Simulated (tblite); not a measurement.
Species: C₆H₈ (charge +1 and doublet state).
InChI=1S/C6H8/c1-6-4-2-3-5-6/h2-6H,1H3/q+1

All values are computed: GFN2-xTB (tblite) harmonic vibrations without scaling, gas phase. The method is semi-empirical: single wavenumbers can be off by several per cent or more. Open shells enter through the occupations alone, without spin polarisation, and single modes of such species can be off by tens of per cent.

Harmonic wavenumbers (cm⁻¹): 108.8, 146.0, 247.9, 411.0, 423.7, 654.7, 751.4, 765.4, 772.0, 864.1, 886.0, 906.3, 907.1, 999.1, 1014.8, 1041.1, 1054.2, 1076.8, 1128.0, 1172.4, 1179.1, 1209.9, 1346.4, 1376.7, 1383.9, 1401.8, 1431.7, 1443.9, 2897.9, 3019.2, 3029.6, 3063.6, 3113.3, 3115.4, 3127.0, 3136.1.

A = 7301, B = 3529, C = 2642 MHz; mass 80.063 u (most abundant isotopes); point group Cs, symmetry number 1; spin multiplicity 2.

Question: What is the zero-point energy?

Answer: ½Σν̃ = 25303 cm⁻¹ = 72.34 kcal/mol.

Question: What is S at 200 K and 1 bar for an ideal gas of classical rigid rotors and harmonic oscillators?

Answer: Translation 37.10, rotation 24.77, vibration 6.84, spin (R ln 2) 1.38: S = 70.1 cal/(mol K).

Question: And Cp and H(200 K) − H(0)?

Answer: Cp = 17.35 cal/(mol K), of which vibrations give 9.40 (their classical limit is 36 R = 71.5); H(200 K) − H(0) = 2.42 kcal/mol without the zero-point energy, 0.83 from vibrations.

Question: Blend soft modes into free rotors: weight 1/[1 + (100 cm⁻¹/ν̃)⁴] for the oscillator and the rest for a rotor with moment μB/(μ + B), μ = h/(8π²ν), B = 10⁻⁴⁴ kg m². What vibrational entropy results?

Answer: 6.82 cal/(mol K) in place of 6.84, which changes −T·S at 200 K by +0.01 kcal/mol.

Question: How do the functions run with temperature in this model?

Answer: 
```
 T (K)  S (cal/(mol K))  Cp (cal/(mol K))  H − H(0) (kcal/mol)  G − H(0) (kcal/mol)  ln q(vib)
    50             52.8               9.5                 0.42                -2.22       0.06
   100             60.2              12.1                 0.96                -5.06       0.40
298.15             78.3              24.8                 4.47               -18.89       2.45
373.15             84.6              30.8                 6.56               -25.00       3.39
   500             94.9              39.6                11.05               -36.38       5.12
   750            113.4              51.5                22.57               -62.47       8.80
  1000            129.3              59.0                36.44               -92.85      12.46
```

q(vib) and H(0) count from the zero-point level.

Hindered rotation and anharmonicity are outside this model.
